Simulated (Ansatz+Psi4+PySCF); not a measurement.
Results of a calculation; reference values are marked as such.
## PySCF 2.14.0 run

```python
from pyscf import gto, scf, mp

mol = gto.M(atom="""
C 0.000000 0.000000 -0.611050
N 0.000000 0.000000 1.091150
""", basis='cc-pvtz', charge=0, spin=1)
mf = scf.UHF(mol)
mf.kernel()
pt = mp.MP2(mf, frozen=2).run()
print(mf.e_tot, pt.e_corr, pt.e_tot)
```

The script is written out from the run's settings.

Results

```
Converged                       : yes
Reference energy                : -92.03500 hartree
Correlation energy              : -0.32667 hartree
Total energy                    : -92.36167 hartree
Spin squared of the determinant : 0.775
```

Messages of the program:
```
WARN: beta  nocc = 6  HOMO -0.218276034077314 >= LUMO -0.218276034077309
WARN: HOMO -0.218276034077309 >= LUMO -0.218276034077309
WARN: beta  nocc = 6  HOMO -0.218276034077314 >= LUMO -0.218276034077309
WARN: HOMO -0.218276034077309 >= LUMO -0.218276034077309
```

This is not the lowest solution: another run reaches a determinant 2.08 eV lower. Caution: bonds are stretched, where a single reference can fail; another reference gives a lower total.
